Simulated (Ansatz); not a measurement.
# [Br···H···NH], triplet: reading a ladder of total energies

Geometry: a point of a hydrogen-transfer path between rigid fragments, not a stationary point.

```tsv
atom	x (Å)	y (Å)	z (Å)
Br	-1.9403	0.2511	0.0000
H	-0.1363	0.2511	0.0000
N	0.9037	0.2511	0.0000
H	1.1728	-0.7532	0.0000
```

Basis cc-pVDZ; Ansatz 0.2.0. Correlated methods freeze the noble-gas cores and the filled d shells of p-block atoms, which leaves 14 electrons in 36 orbitals. R marks a restricted (for open shells ROHF) determinant, U an unrestricted one. No spin–orbit coupling is included, and no scalar relativity.

Full CI isn't at hand for all of this; UCCSDT(Q) serves as the reference, and is uncertain by about the last step of the cluster series.

Runs differ by some tens of microhartree through their thresholds and, for an open shell, their frozen cores, so steps under 0.03 kcal/mol mean nothing.

```
    level  total energy (hartree)
      UHF            -2627.910334
     UMP2            -2628.157785
    UCCSD            -2628.191015
 UCCSD(T)            -2628.196130
   UCCSDT            -2628.196865
UCCSDT(Q)            -2628.197350
```

What is the correlation energy at UCCSDT(Q), and what share of it do UMP2 and UCCSD(T) recover?

E(corr) = -2628.197350 − (-2627.910334) = -0.287016 hartree = -7.810 eV. UMP2: -0.247451 / -0.287016 = 86.22 %. UCCSD(T): -0.285796 / -0.287016 = 99.57 %.

By how many kcal/mol does UCCSD(T) miss UCCSDT(Q) (1 hartree = 627.509 kcal/mol), and which steps make up the rest?

-2628.196130 − (-2628.197350) = 0.001220 hartree = 0.77 kcal/mol. Steps: UCCSDT − UCCSD(T) = -0.46, UCCSDT(Q) − UCCSDT = -0.30 kcal/mol. That is within 1 kcal/mol of the reference in this basis, which itself misses far more of the correlation at the basis-set limit.
